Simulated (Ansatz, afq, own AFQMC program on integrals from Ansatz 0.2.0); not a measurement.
## SiGeH, doublet → SiGeH⁺, triplet

```xyz
3

Si    0.0000   -0.0368    1.6490
Ge    0.0000   -0.0037   -0.6463
H     0.0000    1.2915    0.6314
```

Connectivity, by distances: Si–Ge, 1 bridging H.

E(triplet, charge +1) − E(doublet, charge +0) at this geometry, on UHF and UHF determinants.

Basis cc-pVDZ. Only valence electrons are correlated. Ansatz 0.2.0 and our own AFQMC program on the same integrals; the CISD trial comes from CCSD amplitudes, and released means the phaseless constraint is let go. Error bars are statistical, one sigma. No spin–orbit coupling. The errors of all members are added in quadrature.

No full CI on the walks' own integrals is used here; CCSDTQ serves as the reference and is uncertain by about the last step of the cluster series. Each member takes its own surest rung, up to full CI.

Errors are counted within cc-pVDZ, not against nature.

Cautions: inner d shell frozen; no relativity below Rb; no spin-orbit coupling; SiGeH (doublet): the released energies are still falling, so no released level is given (meV from the phaseless value at times in 1/Eh: -4 ± 4 at 0.24, -7 ± 3 at 0.51, -12 ± 3 at 0.99, -19 ± 3 at 1.62, -21 ± 3 at 2.40), though the last usable value meets CCSDTQ within the noise, its ph-AFQMC/CISD value lies 21 ± 4 meV above CCSDTQ; SiGeH⁺ (triplet): unrestricted determinant slightly spin contaminated (⟨S²⟩ 2.05 against 2.00), the released energies are still falling, so no released level is given (meV from the phaseless value at times in 1/Eh: -4 ± 4 at 0.24, -11 ± 3 at 0.51, -16 ± 3 at 0.99, -17 ± 3 at 1.62, -20 ± 3 at 2.40), though the last usable value meets CCSDTQ within the noise, its ph-AFQMC/CISD value lies 25 ± 3 meV above CCSDTQ.

```tsv
level	vertical ionization energy (kcal/mol)
CCSD	174.3
HF	160.6
```

From these cheaper values, estimate the vertical ionization energy at the reference level in cc-pVDZ.

174.7 kcal/mol (CCSDTQ in cc-pVDZ).

```
        level  vertical ionization energy (kcal/mol)  error against CCSDTQ (kcal/mol)
          MP2                                  175.2                              0.5
      CCSD(T)                                  174.8                              0.1
        CCSDT                                  174.6                             -0.1
     CCSDT(Q)                                  174.7                              0.0
ph-AFQMC/CISD                            174.8 ± 0.1                        0.1 ± 0.1
```

Correlation beyond CCSD(T) takes off 0.1 kcal/mol. The perturbative (T) step is worth +0.4 kcal/mol.

CCSDT and higher add their correlation energy to the determinant of the CCSD(T) run, since their own runs factorise the integrals more tightly (a shift of under 2 meV). A walk keeps the symmetry of its determinant, which the program's search chose and which needn't be the lowest solution, so a lower state of the same spin and another symmetry isn't excluded.
